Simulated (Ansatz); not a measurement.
Relaxation of ClH5MgSi (8 atoms, charge 0, multiplicity 1), to a largest force component of 0.03 eV/Å in at most 50 steps.

Computed with UKS revPBE-D4/def2-SVP in Ansatz 0.2.0.

```xyz
8
Properties=species:S:1:pos:R:3
Mg -0.422 -1.929 -1.310
H -1.549 -0.645 -1.431
Cl 1.066 -3.578 -1.123
H -0.478 0.235 -0.080
Si 0.178 1.220 0.771
H -0.836 2.253 1.175
H 1.290 1.874 -0.003
H 0.751 0.569 2.001
```

Task: Where does it end, and by what steps?

Result: The forces met the threshold. The force dipped under the threshold on the way, but the program's further checks kept it going. After 18 steps the energy has fallen by 0.353 eV; Cl3 moved furthest, 1.69 Å.

| step | energy less start (eV) | largest force component (eV/Å) | accepted |
| --- | --- | --- | --- |
| 0 | 0.0000 | 0.815 | yes |
| 1 | -0.1229 | 0.237 | yes |
| 2 | -0.1788 | 0.197 | yes |
| 3 | -0.2246 | 0.157 | yes |
| 4 | -0.2459 | 0.081 | yes |
| 5 | -0.2648 | 0.136 | yes |
| 6 | -0.2773 | 0.145 | yes |
| 7 | -0.2845 | 0.098 | yes |
| 8 | -0.2901 | 0.049 | yes |
| 9 | -0.3048 | 0.138 | yes |
| 10 | -0.3213 | 0.159 | yes |
| 11 | -0.3379 | 0.145 | yes |
| 12 | -0.3455 | 0.112 | yes |
| 13 | -0.3483 | 0.071 | yes |
| 14 | -0.3511 | 0.082 | yes |
| 15 | -0.3514 | 0.032 | yes |
| 16 | -0.3520 | 0.021 | yes |
| 17 | -0.3523 | 0.013 | yes |
| 18 | -0.3525 | 0.025 | yes |

```xyz
8
Properties=species:S:1:pos:R:3
Mg -0.650 -1.575 -1.327
H -2.172 -1.514 -2.081
Cl 1.411 -2.022 -0.545
H -0.733 0.377 -0.089
Si 0.317 1.022 0.808
H -0.308 2.297 1.301
H 1.532 1.317 -0.017
H 0.604 0.098 1.951
```

Whether the end is a true minimum wasn't checked by a vibrational analysis.

Run time: 30 s on 2 threads of AMD EPYC 7B13 (Zen 3), on a shared host, peak memory 0.2 GiB.
